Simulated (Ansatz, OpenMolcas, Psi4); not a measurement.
**C2H6O: a line through the functionals**

C2H6O has 9 atoms, charge 0, and is taken as a singlet. As SMILES, `COC`. The coordinates come from a PBE0-D4/def2-TZVP relaxation.

The HOMO–LUMO gap y, in eV, basis cc-pVDZ; a is the functional's share of exact exchange. Programs: Ansatz 0.2.0, OpenMolcas 26.06, Psi4 1.11.

| functional | program | a | y (eV) |
| --- | --- | --- | --- |
| BLYP | Ansatz | 0 | 6.53 |
| TPSS | OpenMolcas | 0 | 7.09 |
| TPSSh | Psi4 | 0.1 | 8.07 |
| B3LYP | Ansatz | 0.2 | 8.57 |
| r2SCAN0 | Ansatz | 0.25 | 9.90 |
| PBE0 | Ansatz | 0.25 | ? |
| BHLYP | Psi4 | 0.5 | 11.52 |

Q: Fit y = c + s·a to the known rows and predict PBE0.

A: 
1. Means of the 6 rows: a = 0.1750, y = 8.613.
2. Σ(Δa)² = 0.17875, Σ(Δa·Δy) = 1.712, so the slope is 1.712/0.17875 = 9.5776.
3. Intercept: 8.613 − (9.5776) × 0.1750 = 6.937. The largest residual of the fit is 0.57.
4. PBE0: 6.937 + (9.5776) × 0.25 = 9.33 eV.

The run gave 9.22 eV, so the prediction is off by +0.11 eV, within the largest residual. Exact exchange lowers occupied levels and raises empty ones.
